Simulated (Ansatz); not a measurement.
# CHOSi+ (quintet): the correlation ladder, cc-pVDZ

An exercise on one series of results from a longer session: the logs are not shown, and one member is left open.

Method: cc-pVDZ, core rule «outside noble gas», up to 7 orbitals frozen; program: Ansatz 0.2.0, Gaussian basis.

Plan: UHF; CCSD(T) on ROHF; CCSD(T) on UHF; BCCD(T) on ROHF; CISD as a restricted active space (open shells left free, so some higher excitations enter); CCSDT(Q) on ROHF; CCSDT(Q) on UHF.

20 further runs of the same task are left out: 10 that didn't finish, 10 set aside as unsound or not needed. Runs told in other sessions of the task aren't counted.

## What is computed

The geometry is a PBE0/def2-TZVP stationary point (not a proven minimum) of the parent state, kept for this charge and spin.

4 atoms, charge 1, spin multiplicity 5.

Atoms are counted from 1 here; the program's logs count them from 0.

Bond lengths: C1–Si2 1.820 Å, C1–H4 1.084 Å, Si2–O3 1.530 Å. Angles: Si2–C1–H4 150.6°, C1–Si2–O3 122.3°.

Set-up of the first run:

File in.yaml:

```yaml
crystal:
  periodic: [false, false, false]
  atoms:
    - {symbol: C, position_ang: [0.000000, -0.231556, 1.642911]}
    - {symbol: Si, position_ang: [0.000000, 0.419511, -0.056146]}
    - {symbol: O, position_ang: [0.000000, -0.495400, -1.281834]}
    - {symbol: H, position_ang: [0.000000, -1.066454, 2.334393]}
basis:
  gaussian: {orbitals: cc-pVDZ}
total_charge: 1
magnetization: {spin_polarized: true, initial_magnetization: 4}
hamiltonian: {xc: hf}
output: {orbitals: {seedname: orbitals}}
```

Command:

```
> ansatz run in.yaml --threads 1 --pin off --events-out ev --progress --plain --max-ram 2393MiB
```

Among the steps run: UHF; CCSD(T) on ROHF; CCSD(T) on UHF; BCCD(T) on ROHF; CISD as a restricted active space (open shells left free, so some higher excitations enter); CCSDT(Q) on ROHF; CCSDT(Q) on UHF.

One of the session's tables, all rows but one given; the rest of the session is left out.

It belongs to the step «Misses and costs». 

```
   method  from UCCSDT(Q) (kcal/mol)
     ROHF                    +203.17
      UHF                    +196.17
     RMP2                     +28.69
     UMP2                     +28.92
     CISD                          ?
    RCCSD                      +6.36
    UCCSD                      +6.19
 RCCSD(T)                      +1.37
 UCCSD(T)                      +1.35
  BCCD(T)                      +1.38
   RCCSDT                      +0.47
   UCCSDT                      +0.42
RCCSDT(Q)                      +0.10
UCCSDT(Q)                          0
```

**Question.** Estimate the row for CISD.

As computed: from UCCSDT(Q) (kcal/mol): +21.66. In the column «from UCCSDT(Q) (kcal/mol)» it lies between RCCSD (+6.36) and RMP2 (+28.69).

To keep in mind: Restricted and unrestricted rows rest on different reference determinants; a gap between their highest levels can come from leftover correlation error, from unlike frozen cores or from another state.
